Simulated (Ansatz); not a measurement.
This Ansatz (an electronic-structure program) input (PBE0/jun-cc-pV(T+d)Z) gives -959.41222 Eh with 163 basis functions. A basis named .json is the Basis Set Exchange file of that set (core-valence sets with the plain set on hydrogen).

Ansatz 0.2 input:
```yaml
crystal:
  periodic: [false, false, false]
  atoms:
    - {symbol: C, position_ang: [0.00394345, 0.00524516, 0.76725426]}
    - {symbol: Cl, position_ang: [-0.01752138, 1.48253369, -0.22626440]}
    - {symbol: Cl, position_ang: [0.01529894, -1.48548974, -0.20614288]}
    - {symbol: H, position_ang: [-0.89039947, -0.00050138, 1.37837936]}
    - {symbol: H, position_ang: [0.90452024, 0.01928333, 1.36901878]}
basis:
  gaussian:
    orbitals: jun-cc-pV_T+d_Z.json
hamiltonian:
  xc: {name: PBE0}
magnetization: {spin_polarized: false}
```

Change:
```diff
- orbitals: jun-cc-pV_T+d_Z.json
+ orbitals: 3-21G.json
```

### Question
What does the run give now?

### Answer
-954.69233 Eh (PBE0/3-21G, 39 functions), a change of +4719.89 mEh.
